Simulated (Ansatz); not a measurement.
PtBr₂: from a trial structure to a relaxed crystal

The calculation used DFT PBE, scalar-relativistic, plane waves, PAW in Ansatz. Cutoff 420 eV, Γ-centred k mesh, Gaussian smearing, collinear spin, first started from parallel moments.

PtBr₂ was placed on the fluorite structure type (Fm-3m, No. 225), with Pt in place of Ca, Br in place of F, at a guessed volume.

```yaml
crystal:
  lattice:
    - [0.00000, 3.31628, 3.31628]
    - [3.31628, 0.00000, 3.31628]
    - [3.31628, 3.31628, 0.00000]
  atoms:
    - { symbol: Pt, position: [0.00000, 0.00000, 0.00000] }
    - { symbol: Br, position: [0.25000, 0.25000, 0.25000] }
    - { symbol: Br, position: [0.75000, 0.75000, 0.75000] }
```

Cell and atoms relax at zero pressure; the relaxation can't lower the symmetry of the start.

Formation energies are uncorrected and refer to the elements' standard structures at the same level.

Q: Which crystal results?

A: It keeps Fm-3m (No. 225). The result has the fluorite structure. Conventional cell: a = 6.647 Å. Pt is coordinated by 8 Br at 2.88 Å; Br is coordinated by 4 Pt at 2.88 Å and 6 Br at 3.32 Å.

```
Pt Br
1.0
     0.00000    3.32367    3.32367
     3.32367    0.00000    3.32367
     3.32367    3.32367    0.00000
Pt Br
1 2
Cartesian
  0.0000 0.0000 0.0000
  1.6618 1.6618 1.6618
  4.9855 4.9855 4.9855
```

Q: What are its volume, energy, gap and moment?

A: The volume per atom is 24.48 Å³. The density is 8.03 g/cm³ and the energy over the elements is 0.51 eV/atom. The gap on the 12×12×12 mesh is 0 eV (a metal). The net moment per atom is 0.59 μB and the largest site moment is 0.97 μB.

The final run used a 12×12×12 mesh on its 3-atom cell and 0.10 eV smearing. The k mesh leaves about 4 meV/atom of noise in metals. Spin–orbit coupling is left out. Symmetry constrained the relaxation, so the result can be a saddle point. The steps took about 27 core-seconds in all.

Cost: 2 runs of about 0.45 core-minutes in all, on Intel Xeon 6975P-C (Granite Rapids) (shared hosts).